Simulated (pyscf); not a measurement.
H₃Si–SeH + HCl → Cl–SiH₂–SeH + H₂ (four-centre exchange; singlet surface; H–Si, Cl–H broken, Cl–Si, H–H formed). Structures and frequencies: ωB97X-D3(BJ)/def2-SVP in PySCF. Energies in kJ/mol from the separated reactants.

```csv
level,barrier,reaction energy
ωB97X-D3(BJ)/def2-TZVP,137.9,-86.4
PBE/def2-TZVP,111.0,-76.9
r²SCAN/def2-TZVP,119.2,-83.7
M06-2X/def2-TZVP,?,-86.0
ωB97M-D3(BJ)/def2-TZVP,141.8,-77.2
HF/def2-TZVP,?,?
```

### Question
Fill in the missing entries.

### Answer

- M06-2X/def2-TZVP, barrier: 136.4
- HF/def2-TZVP, barrier: 217.0
- HF/def2-TZVP, reaction energy: -62.8

The functionals in the table span 30.8 kJ/mol in this barrier, from PBE to ωB97M-D3(BJ)/def2-TZVP. This is the saddle that the search found; another between the same sides may lie lower. Elements up to Kr have no core potential and no relativistic terms here.
